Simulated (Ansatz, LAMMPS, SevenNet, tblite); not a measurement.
## Ladder of methods for the bulk modulus of rock-salt CdO

Reference value: 147 GPa (measured, temperature not stated, not corrected to a static lattice; as tabulated in Gopal et al. (2015), doi:10.1103/physrevb.91.245202).

| level (code) | value (GPa) | cell (Å³/atom) | difference (%) |
|---|---|---|---|
| ionic model lewis1985a (rigid ions, LAMMPS) | 142 | 12.89 | -3.4 |
| IPEA1-xTB (tblite) | 172 | 11.08 | +17.0 |
| SevenNet-0 | 133 | 13.68 | -9.5 |
| LDA (Ansatz) | 163 | 12.44 | +10.9 |
| PBE (Ansatz) | 126 | 13.55 | -14.3 |
| HSE06 (Ansatz) | 145 | 13.02 | -1.4 |
| Hartree–Fock (Ansatz) | 147 | 13.30 | 0.0 |

Leaving aside IPEA1-xTB (doubt noted below): The reference's temperature isn't stated, so close values are not ranked against it.

The reference isn't brought to a static lattice, while the calculations are for one, so the differences are not the levels' errors alone. A static lattice is as a rule stiffer than a warm one, by over a tenth in soft solids.  IPEA1-xTB: this parameter set was refitted to ionisation energies, not structures. IPEA1-xTB: the run uses a supercell at the zone centre in place of a k mesh. Each level is taken at its own relaxed cell. Cutoffs and k meshes differ between the levels. Ansatz's density-functional and Hartree–Fock values are scalar-relativistic unless marked +SOC, with PAW data made under PBE.

Empirical potentials (ionic model lewis1985a) are fitted to chosen data: where that held the value shown, agreement is built in, and what lay outside the fit can be far off. Machine-learned potentials (SevenNet-0) are trained on DFT data: a solid inside that data is no test of them.

Differences are worked out from the printed values.

Ansatz is a first-principles code.
